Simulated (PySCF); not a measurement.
**Gas-phase XPS of `CC[S@@](=O)[O-]`, computed**

Species: C2H5O2S (charge -1).
Z-matrix (Å and degrees, PBE0-D3(BJ)/def2-SVP geometry), rows numbered from 1:
```
C 
C   1  1.5095
S   2  1.8916  1  107.56
O   3  1.5203  2   99.75  1   -58.90
O   3  1.5206  2   99.93  1    57.40
H   1  1.1045  2  113.88  3   179.57
H   1  1.1022  2  108.18  3   -58.15
H   1  1.1024  2  108.13  3    57.37
H   2  1.1040  1  112.91  3   117.84
H   2  1.1039  1  112.92  3  -117.57
```

Method used: delta-SCF UKS SCAN, pcX-2 on the ionised atom, pcseg-1 elsewhere, spin-free X2C in PySCF 2.14.0. Each binding energy is the total energy of the core-ionised species, with the hole localised on one atom, minus that of the ground state; both are solved self-consistently, so orbital relaxation is included.

Problem. What binding energy does each computed site have?

Solution. 
```json
{"atom(s)": "S3", "environment": "sulfur bonded to C and 2 O", "level": "S 1s", "binding energy (eV)": "2474.47", "above the level's lowest (eV)": "0.00", "count": "1"}
{"atom(s)": "O4/O5", "environment": "oxygen bonded to S", "level": "O 1s", "binding energy (eV)": "530.49", "above the level's lowest (eV)": "0.00", "count": "2"}
{"atom(s)": "C1", "environment": "methyl carbon", "level": "C 1s", "binding energy (eV)": "286.11", "above the level's lowest (eV)": "+0.66", "count": "1"}
{"atom(s)": "C2", "environment": "sp3 carbon bound to sulfur", "level": "C 1s", "binding energy (eV)": "285.45", "above the level's lowest (eV)": "0.00", "count": "1"}
```

The listed C 1s values span 0.66 eV, from C2 (bonded to S, C and 2 H) to C1 (bonded to C and 3 H). Summing the Pauling electronegativity differences to the bonded atoms, each weighted by its formal bond order, gives -0.67 for the lowest site and -1.05 for the highest; the largest sum, -0.67, belongs to C2, 0.66 eV below the top. The smallest sum, -1.05, belongs to C1, 0.66 eV above the lowest.

Problem. Which photon wavelength matches the S 1s of S3 threshold?

Solution. λ = hc/E = 12398.42 eV Å / 2474.47 eV = 5.011 Å.

Problem. Which photon energy gives electrons from S 1s of S3 a kinetic energy of 50 eV, and what is their de Broglie wavelength?

Solution. hν = 2474.47 + 50 = 2524.47 eV, recoil neglected; λ = 12.264 Å/√(E/eV) = 1.73 Å.

Atoms equivalent by their bonding share one computed value, that of the first of them. Not every level is listed. The species carries charge -1, so core ionisation leaves a neutral species. The basis sets have no added diffuse functions. Isolated species at its PBE0-D3(BJ)/def2-SVP geometry (one conformer only). The geometry's basis has no diffuse functions, a weakness for an anion.

On an x86-64 server with one thread, on a shared host, this took 31 s of wall time.
